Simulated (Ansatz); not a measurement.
Born–Oppenheimer molecular dynamics of C2H4N (7 atoms, charge 0, multiplicity 2). It starts from a rough guess of a transition structure, not a stationary point.

All numbers below come from Ansatz, UKS B3LYP/6-31G*.

```json
{"ensemble": "NVE (velocity Verlet)", "time step": "0.5 fs", "steps asked": "150", "starting velocities drawn for": "1000 K", "seed": "744080"}
```

First frame:

```xyz
7
Properties=species:S:1:pos:R:3
C -0.031 -0.812 0.518
C 1.109 -0.504 0.792
N -0.800 0.533 -1.024
H -0.959 -1.309 0.524
H 2.083 -0.114 0.852
H -1.408 1.088 -0.426
H 0.006 1.117 -1.235
```

(1) What does the run give?

(2) What happens to the structure?

(3) How do temperature and energy run in time?

## Answers

(1) The run went to its last step.

```json
{"steps done": "150", "time covered": "75 fs", "mean temperature over the second half": "814 K", "spread of the potential energy over the second half": "14.0 meV per atom", "mean potential energy of the second half above the start": "17.6 meV per atom"}
```

The conserved energy stayed within 0.75 meV per atom of its start (net change 0.49 meV per atom), so the integration is sound. A run of 0.075 ps of so small a system gives no equilibrium averages.

(2) The planned step would form C1–N3. These pairs go: C1–N3 2.19 → 3.18 Å. In the last frame they stand as before the step, as by distances they already did in the first (other bonds may differ from the relaxed reactants and products). It ends as C2H2 + H2N. Pairs count as bonded within 1.25 times the sum of covalent radii (0.12 Å more for H–H). The details hang on the random start.

(3) 
```csv
time (fs),T (K),potential energy less start (eV),conserved less start (meV/atom)
0,1000,0.000,0.00
6,416,0.381,0.58
12,329,0.438,0.62
18,679,0.210,0.37
24,801,0.131,0.32
30,575,0.279,0.56
36,600,0.263,0.65
42,1038,-0.024,0.13
48,843,0.102,0.12
54,600,0.262,0.55
60,813,0.125,0.64
66,999,0.003,0.39
72,741,0.169,0.30
```

Run time: 4.3 min on 1 thread of Arm Neoverse V2 (shared host), peak memory 0.11 GiB.
